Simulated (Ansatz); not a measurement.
## A ladder of methods for AlH (SMILES [AlH])

AlH has 2 atoms, charge 0, and is taken as a singlet. SMILES: `[AlH]`. The coordinates come from a PBE0-D4/def2-TZVP relaxation.

```xyz
2

Al    0.0000    0.0000   -0.0256
H     0.0000    0.0000    1.6391
```

Quantity: the energy change with the Al1–H2 bond stretched from 1.665 to 4.034 Å, in eV. The values are calculated.

```tsv
level	kind	program	value (eV)
SVWN5/3-21G (restricted)	LDA	Ansatz	3.24
B3LYP/3-21G (restricted)	global hybrid	Ansatz	3.46
BHLYP/3-21G (restricted)	global hybrid	Ansatz	?
PBE0/3-21G (restricted)	global hybrid	Ansatz	?
wB97X/3-21G (restricted)	range-separated hybrid	Ansatz	4.20
MP2/3-21G (restricted)	perturbation theory	Ansatz	3.51
CCSDT(Q)/3-21G (restricted)	coupled cluster or CI	Ansatz	2.40
FCI/3-21G	exact in the basis	Ansatz	2.40
```

Estimate what the levels marked ? give.

As computed at these levels: BHLYP/3-21G (restricted): 3.94 eV; PBE0/3-21G (restricted): 3.61 eV. The first shape isn't each level's own minimum. The values span 2.40 to 4.20 eV. All rows use very small basis sets, so even the best lies far from the true value.
